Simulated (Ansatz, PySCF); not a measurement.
Molecule: methylidyne radical, CH, net charge 0, doublet state. SMILES: [CH]
Geometry from a B3LYP-D3(BJ)/def2-TZVP (Ansatz, a quantum-chemistry and plane-wave program) optimisation:
```
C
H 1 1.1235
```
Charge 0, spin multiplicity 2.

Property: size of the dipole moment, in D. Terms: UHF or UKS for open shells; non-relativistic; six Cartesian d functions in 6-31G* and its kin unless marked 5d; spin-orbit terms left out. First-principles rows: single points at B3LYP-D3(BJ) geometries (Ansatz).

```
level               program  size of the dipole moment (D)
------------------  -------  -----------------------------
PBE/STO-3G           Ansatz                           0.97
PBE/6-31G*           Ansatz                           1.34
PBE/def2-SVP         Ansatz                           1.42
B3LYP/STO-3G         Ansatz                           1.03
B3LYP/6-31G          Ansatz                           1.49
B3LYP/6-31G*         Ansatz                           1.40
B3LYP/6-31G**        Ansatz                           1.39
B3LYP/def2-SVP       Ansatz                           1.51
M06-2X/6-31G* (5d)    PySCF                           1.44
```

No value to compare with is used here. The 9 habitual levels span 0.97 (PBE/STO-3G) to 1.51 D (B3LYP/def2-SVP).

The levels are drawn from those run, B3LYP/6-31G* more often than the rest, none by its result; runs whose electronic state is in doubt are left out.
